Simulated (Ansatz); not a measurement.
# Two structures, one formula

Two relaxed structures of CH5OSi (charge +1), closed shell (PBE0-D4/def2-TZVP; forces vanish, vibrations not checked).

A:

```
8
angstrom
C -0.5596 1.1431 -0.3932
O -0.5529 -0.2788 -0.0015
Si 0.9059 -1.2386 0.4972
H -0.9171 1.2058 -1.4180
H 0.4728 1.4763 -0.3146
H -1.2005 1.6784 0.3030
H -1.4359 -0.6782 -0.0346
H -0.0173 -2.4274 0.6740
```

B:

```
8
angstrom
C -0.5639 1.0619 -0.4010
O -0.4263 -0.3360 -0.0637
Si 0.6432 -1.3227 0.4808
H -0.8461 1.1062 -1.4506
H 0.3707 1.5919 -0.2231
H -1.3641 1.4586 0.2200
H 1.9990 -0.8512 0.8095
H 0.1876 -2.7087 0.6280
```

Computed with Ansatz 0.2.0 (basis: def2-TZVPP); correlated methods freeze the cores. B3LYP uses VWN-RPA correlation.

Problem. Which structure is lower at CCSD(T), and by how much? (To be estimated.)

Solution. Computed: B, by 18.63 kcal/mol (electronic energy, against the other). By their contacts, A is CH₅OSi ([CH3][OH][SiH]), total charge +1 and B is CH₅OSi ([CH3][O][SiH2]), total charge +1.

All methods give the same order:

```csv
method,E(B) − E(A) (kcal/mol)
PBE-D4,-19.35
r2SCAN-D4,-23.85
PBE0-D4,-19.89
B3LYP-D4,-19.97
wB97M-V,-17.19
HF,-22.29
MP2,-22.57
CCSD,-18.40
CCSD(T),-18.63
```

T1 diagnostic: at most 0.016. The restricted Hartree–Fock reference is unstable towards an unrestricted one at one or more of these structures.

Labels in which every atom is bracketed show which atoms are joined, not bond orders.

For scale, one of the runs: CCSD(T)/def2-TZVPP, 174 basis functions, launched by `ansatz run in.yaml --threads 2 --pin off --events-out ev --progress --plain --max-ram 4352MiB`. Time: 58 s of wall clock on 2 CPU threads of an AMD EPYC; the host was shared. Peak host memory: 1.5 GiB.
